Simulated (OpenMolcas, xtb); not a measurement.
## Si3H7 (SMILES [SiH3][SiH][SiH3]): the vertical energy of the quartet above the doublet, rung by rung

Si3H7: 10 atoms, total charge 0, spin state doublet. SMILES: `[SiH3][SiH][SiH3]`. Geometry: relaxed at PBE0-D4/def2-TZVP.

Each level gives the vertical energy of the quartet above the doublet (eV). The values are calculated.

```tsv
level	kind	program	value (eV)	less CCSD(T)/cc-pVDZ	CPU time (all runs)
GFN0-xTB	semi-empirical	xtb	2.71	-3.52	under 2 s
UHF/cc-pVDZ	Hartree–Fock	OpenMolcas	6.27	+0.04	26 s
USVWN5/cc-pVDZ	LDA	OpenMolcas	5.73	-0.50	58 s
UBLYP/cc-pVDZ	GGA	OpenMolcas	5.78	-0.45	98 s
UM06-L/cc-pVDZ	meta-GGA	OpenMolcas	5.95	-0.28	2.4 min
UTPSS/cc-pVDZ	meta-GGA	OpenMolcas	5.80	-0.43	2.3 min
UBHLYP/cc-pVDZ	global hybrid	OpenMolcas	6.26	+0.03	1.8 min
ROCCSD(T)/cc-pVDZ	coupled cluster or CI	OpenMolcas	6.23	0.00	85 s
```

Differences are taken from ROCCSD(T)/cc-pVDZ for orientation; it has basis-set and higher-order errors of its own. The values span 2.71 to 6.27 eV. The xTB rows lack spin polarisation, so open shells miss the exchange term that lowers them. CPU times are rough (shared hosts, several kinds of processor): they show what a rung costs within a factor of a few.
